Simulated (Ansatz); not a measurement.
A run of Ansatz (development build ahead of 0.2.0) on quartet Al₂N at this shape:

```yaml
atoms:
  - { symbol: N, position_ang: [0.0000, 0.0000, 0.0000] }
  - { symbol: Al, position_ang: [0.0000, 2.9429, 2.2582] }
  - { symbol: Al, position_ang: [0.0000, -2.9429, 2.2582] }
```

Its results:

| Property | Result |
| --- | --- |
| Converged | yes |
| Total energy | -539.01533 hartree |
| Spin squared of the determinant | 3.750 |
| Stability test | minimum among restricted orbitals |

**Question.** Which input gives this output? Name the method, the orbitals and the basis set, and write the input.

**Answer.** PBE (restricted open-shell) in pcseg-2.

```yaml
crystal:
  periodic: [false, false, false]
  atoms:
    - { symbol: "N", position_ang: [0.0, 0.0, 0.0] }
    - { symbol: Al, position_ang: [0.0, 2.9429, 2.2582] }
    - { symbol: Al, position_ang: [0.0, -2.9429, 2.2582] }
basis:
  gaussian: { orbitals: pcseg-2 }
magnetization:
  initial_magnetization: 3
hamiltonian:
  xc: pbe
```

Caution: charge can spread falsely over distant fragments; other spin multiplicities may lie lower.
